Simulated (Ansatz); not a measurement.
# B₂SiH (quartet): wave-function methods side by side, cc-pVTZ

How much of the correlation energy of B₂SiH (quartet) does each wave-function method recover here?

The runs use Ansatz 0.2.0, Gaussian basis; cc-pVTZ, core rule «outside noble gas», up to 7 orbitals frozen.

The runs, in order: UHF; CCSD(T) on ROHF; CCSD(T) on UHF; BCCD(T) on ROHF; CCSDT(Q) on ROHF; CCSDT(Q) on UHF.

5 further runs of the same task are left out: 5 set aside as unsound or not needed.

### Step 1. The geometry

The geometry is a PBE0/def2-TZVP stationary point (not a proven minimum).

4 atoms, charge 0, spin multiplicity 4.

Atoms are counted from 1 here; the program's logs count them from 0.

Bond lengths: B1–B2 1.555 Å, B1–H4 1.178 Å, B2–Si3 1.975 Å. Angles: B2–B1–H4 180.0°, B1–B2–Si3 180.0°.

### Step 2. UHF

in.yaml reads:

```yaml
crystal:
  periodic: [false, false, false]
  atoms:
    - {symbol: B, position_ang: [0.000000, 0.000000, -0.976964]}
    - {symbol: B, position_ang: [0.000000, 0.000000, 0.578505]}
    - {symbol: Si, position_ang: [0.000000, 0.000000, 2.553858]}
    - {symbol: H, position_ang: [0.000000, 0.000000, -2.155400]}
basis:
  gaussian: {orbitals: cc-pVTZ}
magnetization: {spin_polarized: true, initial_magnetization: 3}
hamiltonian: {xc: hf}
output: {orbitals: {seedname: orbitals}}
```

Command:

```console
$ ansatz run in.yaml --threads 1 --pin off --events-out ev --progress --plain --max-ram 4096MiB --backend cpu
```

The runs that follow: CCSD(T) on ROHF; CCSD(T) on UHF; BCCD(T) on ROHF; CCSDT(Q) on ROHF; CCSDT(Q) on UHF.

**Question.** What will the summary of the whole plan be? Wanted: UCCSDT(Q) below the RHF energy; RMP2 from UCCSDT(Q); UMP2 from UCCSDT(Q); RCCSD from UCCSDT(Q); RCCSD(T) from UCCSDT(Q); UCCSD(T) from UCCSDT(Q); RCCSDT(Q) from UCCSDT(Q); T1 diagnostic.

The runs gave:

| quantity | value |
| --- | --- |
| UCCSDT(Q) below the RHF energy | -7.6436 eV |
| RMP2 from UCCSDT(Q) | +1505.5 meV |
| UMP2 from UCCSDT(Q) | +1558.9 meV |
| RCCSD from UCCSDT(Q) | +416.5 meV |
| RCCSD(T) from UCCSDT(Q) | +77.8 meV |
| UCCSD(T) from UCCSDT(Q) | +78.5 meV |
| RCCSDT(Q) from UCCSDT(Q) | +1.7 meV |
| levels within 1 kcal/mol (43 meV) | RCCSDT, UCCSDT, RCCSDT(Q) |
| T1 diagnostic | 0.024 |

In words: RCCSD(T) misses by +77.8 meV, 1.0 % of the correlation energy. These misses are within one basis, not against nature; the frozen cores of restricted and unrestricted runs differ, which can shift their rows.
